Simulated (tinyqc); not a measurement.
Inside a calculation. Method: Born-Oppenheimer dynamics on the RHF/sto-3g surface (energies and gradients from PySCF), for CH2, spin multiplicity 1. Computed by tinyqc, a small Python program that keeps every step (integrals from PySCF). Settings: charge = 0, multiplicity = 1, basis = sto-3g, time step (fs) = 0.5, steps = 16. Command: `OMP_NUM_THREADS=1 python tinyqc.py 20774 20775 out.jsonl` (the two numbers bound the seeds that draw the settings). One thread of a shared host (Intel(R) Xeon(R) Processor @ 2.60GHz), about 1 s of CPU time with the checks.

positions (bohr):
```
            x          y         z
1C   0.051023  -0.018897  0.013228
2H  -0.001890   1.730989  1.001555
3H  -0.024566  -1.785791  0.976988
```

The total energy should stay constant up to terms of order dt^2; the step counts as short enough if it moves by less than 2 % of the largest kinetic energy.

Trajectory:
```
time (fs)  1C-2H (angstrom)  potential (hartree)  kinetic (hartree)  total (hartree)
0.000000           1.063856         -38.35428852         0.00002608     -38.35426244
0.500000           1.066512         -38.35490823         0.00063413     -38.35427410
1.000000           1.074062         -38.35666712         0.00236413     -38.35430298
1.500000           1.085716         -38.35911511         0.00477809     -38.35433701
2.000000           1.100315         -38.36171792         0.00735313     -38.35436479
2.500000           1.116503         -38.36403624         0.00965581     -38.35438043
3.000000           1.132887         -38.36582248         0.01143851     -38.35438396
3.500000           1.148166         -38.36702434         0.01264525     -38.35437909
4.000000           1.161215         -38.36772797         0.01335733     -38.35437064
4.500000           1.171140         -38.36807958         0.01371653     -38.35436306
5.000000           1.177311         -38.36821240         0.01385282     -38.35435958
5.500000           1.179372         -38.36819284         0.01383091     -38.35436192
6.000000           1.177262         -38.36799308         0.01362317     -38.35436991
6.500000           1.171214         -38.36749493         0.01311367     -38.35438125
7.000000           1.161763         -38.36652861         0.01213716     -38.35439145
7.500000           1.149733         -38.36494667         0.01055237     -38.35439430
8.000000           1.136213         -38.36272294         0.00833937     -38.35438356
```

Is the time step short enough?

Yes. The total energy moves within 1.3e-04 hartree, under 2 % of the largest kinetic energy.
